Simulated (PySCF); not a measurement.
CH₄AlCl.
Z-matrix (Å and degrees, PBE0-D3(BJ)/def2-SVP geometry), rows numbered from 1:
```
C 
Al  1  1.9408
Cl  2  2.1120  1  117.95
H   1  1.1044  2  109.68  3    85.80
H   1  1.1015  2  111.69  3   -32.42
H   1  1.1014  2  112.59  3  -155.03
H   2  1.5820  1  126.04  3  -178.74
```

Computed, not measured: EOM-EE-CCSD/aug-cc-pVDZ in PySCF, restricted Hartree–Fock reference, 11 core orbitals frozen, non-relativistic, gas phase, PBE0-D3(BJ)/def2-SVP geometry.

Question: Give the EOM-CCSD singlets and triplets.

Answer: 
```json
{"state": "singlet 1", "E (eV)": "5.82", "Eh": "0.2138", "main singles (HF orbitals, share of the singles part)": "HOMO→LUMO 35 %, HOMO→LUMO+4 28 %, HOMO→LUMO+7 14 %"}
{"state": "singlet 2", "E (eV)": "7.28", "Eh": "0.2675", "main singles (HF orbitals, share of the singles part)": "HOMO→LUMO+1 33 %, HOMO→LUMO+3 25 %, HOMO→LUMO+2 12 %"}
{"state": "singlet 3", "E (eV)": "7.44", "Eh": "0.2734", "main singles (HF orbitals, share of the singles part)": "HOMO-2→LUMO 34 %, HOMO-2→LUMO+4 25 %, HOMO-2→LUMO+7 12 %"}
{"state": "singlet 4", "E (eV)": "7.56", "Eh": "0.2780", "main singles (HF orbitals, share of the singles part)": "HOMO-3→LUMO 33 %, HOMO-3→LUMO+4 25 %, HOMO-3→LUMO+7 12 %"}
{"state": "triplet 1", "E (eV)": "5.60", "Eh": "0.2057", "main singles (HF orbitals, share of the singles part)": "HOMO→LUMO 32 %, HOMO→LUMO+4 28 %, HOMO→LUMO+7 13 %"}
{"state": "triplet 2", "E (eV)": "6.69", "Eh": "0.2457", "main singles (HF orbitals, share of the singles part)": "HOMO→LUMO+1 23 %, HOMO→LUMO+3 15 %, HOMO→LUMO+8 9 %"}
```

Question: What is the vertical gap between the lowest excited singlet and the lowest triplet?

Answer: 5.82 − 5.60 = 0.22 eV (21 kJ/mol).

The first EOM-IP-CCSD ionisation energy is 10.64 eV, 3.08 eV above the highest singlet listed and 4.82 eV above the lowest.

T1 diagnostic 0.010. EOM-CCSD puts states of mainly double-excitation character too high. An iterative search for so few roots can pass over a low state.
